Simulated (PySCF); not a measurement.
**Static response to an electric field**

Species: diphosphorus tetrafluoride, P2F4.
Structure used (GFN2-xTB), in Å, numbered top down from 1:
```
atom  x, y, z in Å
F1    -1.4915   -0.3497   -1.3362
P2    -0.8954   -0.6796    0.1329
F3    -1.7730    0.4595    0.8783
P4     0.8950    0.6798   -0.1393
F5     1.4964    0.3517    1.3279
F6     1.7716   -0.4596   -0.8851
```

Level: CAM-B3LYP/def2-SVPD (PySCF), static field, nuclei fixed, core orbitals frozen in the response. The polarisability tensor in these axes (au):

```
x   63.17 10.02 -1.66
y   10.02 49.61  0.38
z   -1.66  0.38 46.85
```

Q: Give the principal values, the mean and the anisotropy Δα = √{½[(α1 − α2)² + (α2 − α3)² + (α1 − α3)²]}.

A: Principal values 43.86, 47.20 and 68.57 au; mean 53.21 au = 7.88 Å³ = 8.77 × 10⁻⁴⁰ C²·m²/J; Δα = 23.21 au (44 % of the mean).

Q: What is the dipole moment?

A: 0.00 D; point group C2h allows none.

Q: Estimate the molar refractivity from the static electronic polarisability.

A: Lorentz–Lorenz: R = (4π/3)N_A α = 2.5225 cm³/(mol·Å³) × 7.88 Å³ = 19.9 cm³/mol, in the limit of long wavelengths.

Q: Form Σ f/ω² (atomic units) for the 8 lowest TDDFT singlets, given as eV and f, and set it beside the mean polarisability, which is this sum over all singlets: 4.18, 0.0126; 5.08, 0.2340; 6.11, 0.0000; 7.45, 0.0000; 7.53, 0.0000; 7.70, 0.0000; 7.99, 0.4471; 8.21, 0.0000.

A: They add up to 12.44 au, 23.4 % of the 53.21 au; the largest single term is 6.72 au, from the state at 5.08 eV. Terms in order: 0.54, 6.72, 0.00, 0.00, 0.00, 0.00, 5.19, 0.00 au. Higher excitations give the rest. The strengths listed sum to 0.694.

Q: What would n − 1 = 2πNα be for an ideal gas of these molecules at 400 K and 1 atm, electronic part alone?

A: N = p/kT = 1.8347 × 10¹⁹ cm⁻³, so n − 1 = 2π × N × 7.88 × 10⁻²⁴ cm³ = 909 × 10⁻⁶ at long wavelengths, for an ideal gas.

Q: Rayleigh depolarisation ratio (linearly polarised light, static tensor)?

A: ρ = 3Δα²/(45ᾱ² + 4Δα²) = 1616.7/(127411 + 2155.6) = 0.0125.

Q: Find the Langevin capture rate constant for H3O+ (19.018 u) meeting this molecule (137.941 u), k = 2.342 × 10⁻⁹ cm³/s × √(α in Å³ / reduced mass in u).

A: The reduced mass is 16.71 u, so k = 1.61 × 10⁻⁹ cm³/s.

Geometry: GFN2-xTB, one conformer, isolated molecule.
